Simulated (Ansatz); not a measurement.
System: aziridine, C2H5N (charge 0, singlet). SMILES: C1CN1
Coordinates optimised at B3LYP-D3(BJ)/def2-TZVP (Ansatz, a program for electronic structure):
```
C
H 1 1.0830
H 1 1.0841 2 114.71
N 1 1.4686 2 114.80 3 -142.73
H 4 1.0144 1 110.39 2 146.03
C 4 1.4686 5 110.39 1 -65.01
H 6 1.0830 4 114.80 5 -146.03
H 6 1.0841 7 114.71 4 -142.73
```

Wanted: enthalpy of formation at 298 K, in kcal/mol. Set-up: LANL2DZ all-electron up to Ne; non-relativistic; 6-311+G** with 5d; open shells spin-unrestricted; valence correlation only; six Cartesian d functions in 6-31G* and its kin unless marked 5d; no spin-orbit coupling. Basis-set limits of correlation are two-point, X^-3; Hartree-Fock from the larger set. [CCSD(T)-MP2]/basis is that difference in the basis named. Ab initio and DFT rows: single points at B3LYP-D3(BJ) geometries (Ansatz), with unscaled harmonic terms from B3LYP/6-31G* at its own minima, enthalpies of formation by atomisation with measured atoms.

Measured values: G2/97 table in ASE (Curtiss et al.); they hold spin-orbit and core effects, anharmonicity. 

Value to compare with, the measured value: 30.2 kcal/mol.

| level | program | enthalpy of formation at 298 K (kcal/mol) | error |
|---|---|---|---|
| MP2/STO-3G | Ansatz | 70.8 | 40.6 |
| MP2/3-21G | Ansatz | 160.5 | 130.3 |
| MP2/LANL2DZ | Ansatz | 166.0 | 135.8 |
| MP2/6-31G* | Ansatz | 94.5 | 64.3 |
| MP2/6-311+G** | Ansatz | 68.5 | 38.3 |
| RI-MP2/CBS(cc-pVTZ,cc-pVQZ)+[CCSD(T)-MP2]/cc-pVTZ | Ansatz | 31.8 | 1.6 |

Among the 5 habitual levels, MP2/LANL2DZ lies farthest from the measured value (135.8 kcal/mol) and MP2/6-311+G** nearest (38.3); 5 of 5 lie above it, and their mean absolute error is 81.9 kcal/mol, the median 64.3. One case shows no general order.

The sets are all those run for this method; runs whose electronic state is in doubt are left out.
